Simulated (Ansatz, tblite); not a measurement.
# Si(SH)H3 (SiH₄S): spin-state energies by level

Is the singlet the ground state of Si(SH)H3 (SiH₄S)? Other spin states are computed and compared level by level.

The runs use Ansatz 0.2.0, Gaussian basis; as each input shows.

The runs, in order: triplet, at the geometry of the singlet (GFN1-xTB, GFN2-xTB, PBE0-D4/def2-TZVP, PBE-D4/def2-TZVP, r2SCAN-D4/def2-TZVP); the singlet's energies come from earlier runs.

## Step 1: The relaxed structure

The singlet was relaxed beforehand with PBE-D4/def2-TZVP.

6 atoms, charge 0, spin multiplicity 1.

Bond lengths: Si1–S2 2.150 Å, Si1–H4 1.491 Å, Si1–H5 1.495 Å, Si1–H6 1.495 Å, S2–H3 1.355 Å. Angles: S2–Si1–H4 104.4°, S2–Si1–H5 111.8°, S2–Si1–H6 111.9°, H4–Si1–H5 110.0°, H4–Si1–H6 109.9°, H5–Si1–H6 108.7°, Si1–S2–H3 94.3°.

## Step 2: Triplet at the fixed geometry, GFN1-xTB

Tight binding, by tblite at 300 K electronic temperature and without a spin-polarisation term:

```python
tblite.interface.Calculator('GFN1-xTB', numbers, positions, charge=0, uhf=2).singlepoint()
```

Energy -204.5226 eV; 0.008 s.

## Step 3: Triplet at the fixed geometry, GFN2-xTB

Tight binding, by tblite at 300 K electronic temperature and without a spin-polarisation term:

```python
tblite.interface.Calculator('GFN2-xTB', numbers, positions, charge=0, uhf=2).singlepoint()
```

Energy -186.0159 eV; 0.021 s.

## Step 4: Triplet at the fixed geometry, PBE0-D4/def2-TZVP

File in.yaml:

```yaml
crystal:
  periodic: [false, false, false]
  atoms:
    - {symbol: Si, position_ang: [0.186901, -0.012098, -0.494400]}
    - {symbol: S, position_ang: [0.278647, 0.031930, 1.653015]}
    - {symbol: H, position_ang: [-1.066577, 0.046172, 1.811158]}
    - {symbol: H, position_ang: [1.614215, -0.024874, -0.926527]}
    - {symbol: H, position_ang: [-0.503719, 1.194635, -1.044811]}
    - {symbol: H, position_ang: [-0.509467, -1.235765, -0.998435]}
basis:
  gaussian: {orbitals: def2-TZVP}
magnetization: {spin_polarized: true, initial_magnetization: 2}
hamiltonian: {xc: pbe0, dispersion: d4}
scf: {omitted_lower_state_checks: [starts]}
output: {orbitals: {seedname: orbitals}}
```

The run is started by

```console
ansatz run in.yaml --threads 2 --pin off --events-out ev --progress --plain --max-ram 4352MiB
```

Output:

```text
Functional definition: PBE0
  name "PBE0"
  cite "Adamo & Barone, J. Chem. Phys. 110, 6158 (1999) doi:10.1063/1.478522"
  cite "Perdew, Burke & Ernzerhof, Phys. Rev. Lett. 77, 3865 (1996) doi:10.1103/PhysRevLett.77.3865"
  parent pbe
  parameter a = 0.25
  parameter kappa = 0.804
  parameter beta = 0.06672455060314922
  exchange = (1 - a)*pbe_x(kappa = kappa, mu = beta*pi^2/3) + a*exact_x
  correlation = pbe_c(beta = beta)
these checks for a lower state are left out or cut short: starts
715 factors; their error is unknown
mean field evaluation 1: about -18764.9949 eV, gradient 1.2e1 eV
mean field evaluation 2: about -18760.6904 eV, gradient 2.5e1 eV
mean field evaluation 4: about -18766.2012 eV, gradient 1.8e0 eV
mean field evaluation 8: about -18766.2294 eV, gradient 1.7e-1 eV
mean field evaluation 16: about -18766.4393 eV, gradient 1.2e-1 eV
mean field -18766.49680926 eV, -689.6560373518 hartree, gradient 2.7e-6 eV, S^2 2.007647; 0 other end points of the search recorded, 0 dependent functions left out
reference -18766.49683746 eV, -689.6560383882 hartree; 18, 16 occupied and 80, 82 virtual orbitals, 715 factors
Total energy: -18766.57754681 eV, -689.6590044023 hartree
Checks for a lower state left out: starts
```

Run time: 9.6 s. Hardware: 2 threads of Intel Xeon at 2.50GHz, shared host.

Report: HOMO -2.17 eV, LUMO -5.45 eV (over both spins; with the spin held, an empty level of the minority spin lies below the top filled one); ⟨S²⟩ 2.008 (pure: 2.00).

## Step 5: Triplet at the fixed geometry, PBE-D4/def2-TZVP

start.molden holds the orbitals of an earlier run on this state, given as this run's starting guess.

Edit in.yaml of step 4 so:

```diff
@@ -10,5 +10,5 @@
 basis:
-  gaussian: {orbitals: def2-TZVP}
+  gaussian: {orbitals: def2-TZVP, initial_orbitals: start.molden}
 magnetization: {spin_polarized: true, initial_magnetization: 2}
-hamiltonian: {xc: pbe0, dispersion: d4}
+hamiltonian: {xc: pbe, dispersion: d4}
 scf: {omitted_lower_state_checks: [starts]}
```

Same command.

Output:

```text
Functional definition: PBE
  name "PBE"
  cite "Perdew, Burke & Ernzerhof, Phys. Rev. Lett. 77, 3865 (1996) doi:10.1103/PhysRevLett.77.3865"
  parent pbe
  parameter kappa = 0.804
  parameter beta = 0.06672455060314922
  exchange = pbe_x(kappa = kappa, mu = beta*pi^2/3)
  correlation = pbe_c(beta = beta)
these checks for a lower state are left out or cut short: starts
689 factors; their error is unknown
mean field evaluation 1: about -18764.7423 eV, gradient 6.8e0 eV
mean field evaluation 2: about -18764.8246 eV, gradient 2.0e-1 eV
mean field evaluation 4: about -18764.8249 eV, gradient 1.8e0 eV
mean field evaluation 8: about -18764.8563 eV, gradient 2.1e-3 eV
mean field evaluation 16: about -18764.8563 eV, gradient 3.7e-6 eV
mean field -18764.85634560 eV, -689.5957514244 hartree, gradient 3.7e-6 eV, S^2 2.004352; 0 other end points of the search recorded, 0 dependent functions left out
reference -18764.85638689 eV, -689.5957529418 hartree; 18, 16 occupied and 80, 82 virtual orbitals, 689 factors
Total energy: -18764.95308991 eV, -689.5993067121 hartree
Checks for a lower state left out: starts
```

Wall time 4 s (2 threads of Intel Xeon at 2.50GHz, shared host).

From the report: HOMO -1.65 eV, LUMO -6.87 eV (over both spins; with the spin held, an empty level of the minority spin lies below the top filled one); ⟨S²⟩ 2.004 (pure: 2.00).

## Step 6: Triplet at the fixed geometry, r2SCAN-D4/def2-TZVP

Edit in.yaml of step 5 so:

```diff
@@ -12,3 +12,3 @@
 magnetization: {spin_polarized: true, initial_magnetization: 2}
-hamiltonian: {xc: pbe, dispersion: d4}
+hamiltonian: {xc: r2scan, dispersion: d4}
 scf: {omitted_lower_state_checks: [starts]}
```

The command is unchanged.

Output:

```text
Functional definition: r2SCAN
  name "r2SCAN"
  cite "Furness, Kaplan, Ning, Perdew & Sun, J. Phys. Chem. Lett. 11, 8208 (2020) doi:10.1021/acs.jpclett.0c02405"
  cite "Furness, Kaplan, Ning, Perdew & Sun, J. Phys. Chem. Lett. 11, 9248 (2020) doi:10.1021/acs.jpclett.0c03077"
  parent r2scan
  parameter k0 = 0.174
  parameter k1 = 0.065
  parameter a1 = 4.9479
  exchange = r2scan_x(k0 = k0, k1 = k1, a1 = a1)
  correlation = r2scan_c
these checks for a lower state are left out or cut short: starts
689 factors; their error is unknown
mean field evaluation 1: about -18772.2240 eV, gradient 4.9e0 eV
mean field evaluation 2: about -18772.2524 eV, gradient 6.7e-2 eV
mean field evaluation 4: about -18772.2407 eV, gradient 2.1e-1 eV
mean field evaluation 8: about -18772.2410 eV, gradient 1.9e-4 eV
mean field evaluation 16: about -18772.2410 eV, gradient 8.9e-6 eV
mean field -18772.24103950 eV, -689.8671339195 hartree, gradient 8.9e-6 eV, S^2 2.009474; 0 other end points of the search recorded, 0 dependent functions left out
reference -18772.24105296 eV, -689.8671344142 hartree; 18, 16 occupied and 80, 82 virtual orbitals, 689 factors
Total energy: -18772.26241001 eV, -689.8679192715 hartree
Checks for a lower state left out: starts
```

Wall time 11 s (2 threads of Intel Xeon at 2.50GHz, shared host).

From the report: HOMO -1.58 eV, LUMO -6.29 eV (over both spins; with the spin held, an empty level of the minority spin lies below the top filled one); ⟨S²⟩ 2.009 (pure: 2.00).

## Step 7: Triplet less singlet, vertical

The singlet's energies are those of its earlier runs, whose logs aren't repeated here.

```csv
level,"triplet less singlet, vertical (kJ/mol)",time
GFN1-xTB,+635.3,0.022 s
GFN2-xTB,+525.5,0.028 s
PBE-D4/def2-TZVP,+523.2,6 s
r2SCAN-D4/def2-TZVP,+531.2,14 s
PBE0-D4/def2-TZVP,+538.7,13 s
```

Times add the two runs; a level without a time comes out of a correlated run. Tight binding without a spin term can't rank spin states.

## Step 8: Summary of results

| quantity | value |
| --- | --- |
| triplet less singlet, vertical, functionals in def2-TZVP | +523.2 (PBE-D4) to +538.7 kJ/mol (PBE0-D4) |

**Reading.** All functionals put the triplet above the singlet, over a spread of 15.5 kJ/mol. The checks for a lower triplet were left out, so another state of that spin may lie lower. These are electronic energies, without zero-point motion, entropy or surroundings.
